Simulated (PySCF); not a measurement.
# CH6BN (SMILES CBN): levels of theory compared

Aim: a comparison of 6 runs (HF/STO-3G, HF/3-21G, TPSSh/3-21G, PBE0/def2-SVP, CAM-B3LYP/def2-TZVP, CCSD(T)/pcseg-1) of CH6BN. The job is set up through a Python script.

Program for the calculation: PySCF 2.14.0.

**1. The molecule**

CH6BN has 9 atoms, charge 0, and is taken as a singlet. As SMILES, `CBN`. The coordinates come from a PBE0-D4/def2-TZVP relaxation.

Bond lengths: C1–B2 1.568 Å, B2–N3 1.392 Å, C1–H4 1.096 Å, C1–H5 1.095 Å, C1–H6 1.094 Å, B2–H7 1.202 Å, N3–H8 1.005 Å, N3–H9 1.007 Å. Some angles: C1–B2–N3 122.0°, C1–B2–H7 121.0°, N3–B2–H7 117.0°, B2–C1–H4 110.3°, B2–C1–H5 110.4°, B2–C1–H6 114.3°, B2–N3–H8 123.2°, B2–N3–H9 123.1°, H4–C1–H5 105.5°, H4–C1–H6 108.0°.

**2. Energy and gradient at HF/STO-3G (run 1)**

File job.py:

```python
from pyscf import gto, scf

mol = gto.M(
    atom='''
C   -0.665300   0.757700  -0.590300
B    0.459400  -0.282900  -0.256200
N    0.592800  -0.842800   1.010700
H   -1.291900   0.390800  -1.410600
H   -0.224600   1.692200  -0.954300
H   -1.319900   0.998900   0.252300
H    1.248800  -0.632800  -1.092800
H    1.306200  -1.511000   1.244900
H   -0.016800  -0.616400   1.779200
''',
    verbose=4,
    max_memory=1860,
    basis='sto-3g',
    spin=0,
)

myscf = scf.RHF(mol)
myscf.conv_tol = 1e-10
myscf.kernel()
if not myscf.converged:
    myscf = myscf.newton().run(myscf.mo_coeff, myscf.mo_occ)

e_tot = myscf.e_tot
print(f'total energy: {e_tot:.8f} hartree')
grad = myscf.nuc_grad_method().kernel()
myscf.analyze()
```

The run is started by

```console
$ OMP_NUM_THREADS=1 python job.py
```

The log of the run:

```text
PySCF version 2.14.0

[... 77 lines left out ...]
One-electron Energy =                 -295.751132333999919
[... 7 lines left out ...]
MO #3   energy= -7.37991704723887  occ= 2
[... 5 lines left out ...]
MO #9   energy= -0.498904232424118 occ= 2
[... 5 lines left out ...]
MO #15  energy= 0.641827868277586  occ= 0
[... 5 lines left out ...]
MO #21  energy= 0.966875928150248  occ= 0
[... 33 lines left out ...]
Dipole moment(X, Y, Z, Debye):  0.04118, -0.52569,  1.38056
```

It took 1.2 s on 1 thread of Intel Xeon at 2.70GHz, shared host; peak memory 0.12 GiB.

**3. Energy and gradient at HF/3-21G (run 2)**

File input.py:

```python
from pyscf import gto

system = gto.M(
    atom='''
C     -1.257235     1.431845    -1.115505
B      0.868140    -0.534604    -0.484148
N      1.120230    -1.592661     1.909946
H     -2.441337     0.738505    -2.665648
H     -0.424432     3.197795    -1.803366
H     -2.494250     1.887647     0.476778
H      2.359890    -1.195819    -2.065093
H      2.468360    -2.855376     2.352520
H     -0.031747    -1.164827     3.362201
''',
    max_memory=1860,
    basis='3-21g',
    verbose=3,
    unit='bohr',
)

mf = system.RHF()
mf.conv_tol = 1e-10
mf.kernel()
if not mf.converged:
    mf = mf.newton().run(mf.mo_coeff, mf.mo_occ)

etot = mf.e_tot
print('E(%s) = %.9f' % ('HF', etot))
grad = mf.nuc_grad_method().kernel()
dip = mf.dip_moment()
pop, q = mf.mulliken_pop()
```

The run is started by

```console
$ OMP_NUM_THREADS=1 python input.py
```

The log of the run:

```text
converged SCF energy = -119.88229095685
[... 9 lines left out ...]
Dipole moment(X, Y, Z, Debye): -0.01690, -0.56249,  1.61691
[... 49 lines left out ...]
charge of    8H =      0.31761
```

Wall time 1.4 s (1 thread of Intel Xeon at 2.70GHz, shared host); peak memory 0.12 GiB.

Runs 3 to 5 aren't shown in full; the table further down has their settings and results.

**4. A single-point energy at CCSD(T)/pcseg-1 (run 6)**

File start.xyz:

```xyz
9
CH6BN
C     -0.665300     0.757700    -0.590300
B      0.459400    -0.282900    -0.256200
N      0.592800    -0.842800     1.010700
H     -1.291900     0.390800    -1.410600
H     -0.224600     1.692200    -0.954300
H     -1.319900     0.998900     0.252300
H      1.248800    -0.632800    -1.092800
H      1.306200    -1.511000     1.244900
H     -0.016800    -0.616400     1.779200
```

File input.py:

```python
from pyscf import gto, cc

mol = gto.M(
    atom='start.xyz',
    basis='pcseg-1',
    max_memory=1860,
    verbose=3,
)

mf = mol.RHF()
mf.conv_tol = 1e-10
mf.kernel()
if not mf.converged:
    mf = mf.newton().run(mf.mo_coeff, mf.mo_occ)

mycc = cc.CCSD(mf, frozen=3)
mycc.kernel()
e_t = mycc.ccsd_t()
e_tot = mycc.e_tot + e_t
print('E = %.10f Eh' % e_tot)
mf.analyze()
```

The run is started by

```console
$ OMP_NUM_THREADS=1 python input.py
```

The log of the run:

```text
converged SCF energy = -120.514942530952
[... 15 lines left out ...]
MO #12  energy= -0.429307005171065 occ= 2
[... 11 lines left out ...]
MO #24  energy= 0.536747330578748  occ= 0
[... 11 lines left out ...]
MO #36  energy= 1.02741366466789   occ= 0
[... 11 lines left out ...]
MO #48  energy= 2.17585226473219   occ= 0
[... 11 lines left out ...]
MO #60  energy= 2.83435386383876   occ= 0
[... 11 lines left out ...]
MO #72  energy= 3.89513239966105   occ= 0
[... 10 lines left out ...]
Dipole moment(X, Y, Z, Debye): -0.00510, -0.49815,  1.41013
```

Run time: 7.5 s. Hardware: 1 thread of Intel Xeon at 2.70GHz, shared host; peak memory 0.28 GiB.

**5. Overview of the runs**

| run | level | integration grid | task | energy (Eh) | dipole moment (D) of the reference | HOMO energy (eV) | LUMO energy (eV) | wall time |
| --- | --- | --- | --- | --- | --- | --- | --- | --- |
| 1 | HF/STO-3G | – | gradient | -119.058292 | 1.48 | -9.97 | 9.30 | 1.2 s |
| 2 | HF/3-21G | – | gradient | -119.882291 | 1.71 | -11.49 | 5.35 | 1.4 s |
| 3 | TPSSh/3-21G | 5 | gradient | -120.717362 | 1.99 | -7.18 | 1.08 | 16 s |
| 4 | PBE0/def2-SVP | 5 | gradient | -121.124952 | 1.76 | -8.18 | 1.13 | 20 s |
| 5 | CAM-B3LYP/def2-TZVP | 5 | gradient | -121.347930 | 1.55 | -9.77 | 1.75 | 84 s |
| 6 | CCSD(T)/pcseg-1 | – | energy | -120.969138 | 1.50 | -11.68 | 4.50 | 7.5 s |

**6. Outcome**

| quantity | value |
| --- | --- |
| run 6: total energy | -120.96914 Eh |
| run 6: dipole moment (Hartree–Fock density) | 1.50 D |
| run 6: HOMO energy (Hartree–Fock orbitals) | -11.68 eV |
| run 6: LUMO energy (Hartree–Fock orbitals) | 4.50 eV |
| run 6: HOMO–LUMO gap (Hartree–Fock orbitals) | 16.18 eV |
| run 6: correlation energy (3 core orbitals frozen) | -454.2 mEh |
| run 6: (T) correction | -11.33 mEh |
| run 6: T1 diagnostic | 0.012 |

**Reading.** Over runs 1, 2, 3, 4, 5 the dipole moment (its size) runs from 1.48 D (HF/STO-3G) to 1.99 D (TPSSh/3-21G). The two ends differ in method and basis. Over runs 1, 2, 3, 4, 5 the HOMO–LUMO gap runs from 8.26 eV (TPSSh/3-21G) to 19.28 eV (HF/STO-3G). Totals of different functionals can't be ranked against each other. In run 1 the basis is minimal, so the values are rough. All runs together took 2.2 min, the longest 84 s.
